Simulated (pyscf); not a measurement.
Structures and frequencies: ωB97X-D3(BJ)/def2-SVP in PySCF.

Task: Estimate by transition-state theory the rate constant of H₂N–GeH•–F + hydrogen (H₂) → H₂N–GeH₂–F + H atom (H•) (doublet surface; H–H broken, Ge–H formed) at 1200 K, with ωB97M-D3(BJ)/def2-TZVP energies (ideal gas, 1 atm, RRHO with modes under 100 cm⁻¹ raised to 100, one conformer, R ln 2 for rigid chiral ones; no tunnelling).

Result: The electronic barrier is 23.6 kcal/mol and the thermal terms add +28.5, so ΔG‡ = 52.1 kcal/mol. With k_BT/h = 2.50e+13 s⁻¹ and RT = 2.385 kcal/mol, and a volume of 1.64e-19 cm³ per molecule at 1 atm, k = 1.3e-15 cm³ molecule⁻¹ s⁻¹. Wigner's tunnelling factor for 842i cm⁻¹ would be 1.04. A shift of 1 kcal/mol in the barrier changes k by a factor 1.5. This is the saddle that the search found; another between the same sides may lie lower. The angle at the transferred H is 177°. Elements up to Kr have no core potential and no relativistic terms here.
